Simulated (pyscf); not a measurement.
Structures and frequencies: ωB97X-D3(BJ)/def2-SVP in PySCF. Correlated levels are frozen-core, on RHF or UHF. ΔMP2 is the change of the MP2 total energy from the triple- to the quadruple-zeta basis.

Q: GeH₃• (SMILES [GeH3]) + HC≡CH (SMILES C#C) → C₂H₅Ge (SMILES [CH]1[CH2][GeH2]1) [doublet]
Surface: doublet. Broken: Ge–H. Formed: C–Ge, C–Ge, C–H. Give ΔE‡ and ΔE from CCSD(T)/def2-TZVPP + ΔMP2(QZVPP), relative to the separated reactants.

A: ΔE‡ = 29.8 kcal/mol, ΔE = -11.3 kcal/mol. Zero-point energy shifts the barrier by -1.0 kcal/mol. It is a multi-bond step, with an imaginary mode of 1747i cm⁻¹. The same reactants have a lower exit, to •HC=CH–GeH₃ (barrier +4.4 kcal/mol at ωB97M-D3(BJ), against +28.7 kcal/mol here). cyclic C₂H₅Ge (SMILES [CH]1[CH2][GeH2]1) [doublet] lies 33.9 kcal/mol over its isomer H₂C=CH–GeH₂•, and others may lie lower still (electronic energy, ωB97M-D3(BJ)). This is the saddle that the search found; another between the same sides may lie lower. The CCSD(T) − MP2 part came from Ansatz, without density fitting, on the same reference. A UHF reference is spin-contaminated (<S²> up to 1.24), which harms MP2 most. The frozen core leaves the outer d or s,p core shells of the metals and heavy elements correlated in the MP2 and CC values, and def2-TZVPP describes them poorly, which can shift differences by a few kcal/mol. Elements up to Kr have no core potential and no relativistic terms here.
